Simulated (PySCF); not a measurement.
H2O, SMILES O (connectivity only; charge and spin as stated), charge +1, multiplicity 2.

Geometry: B3LYP-D3(BJ)/def2-TZVPD. The spin state was assumed, not searched.

Two levels are set side by side: PBE/def2-TZVPD (PySCF) and r2SCAN/def2-TZVPD (PySCF). Same geometry, gas phase. Differences are taken from unrounded values.

| quantity | r2SCAN | PBE | PBE minus r2SCAN |
|---|---|---|---|
| α-spin orbital gap (eV) | 14.06 | 12.57 | -1.50 |
| β-spin orbital gap (eV) | 4.30 | 2.75 | -1.55 |
| mean polarisability (bohr³) | 5.3 | 5.5 | 0.1 |

Rough cost on one machine, each run with all the roots and properties that it gave: r2SCAN against PBE about 4 times.
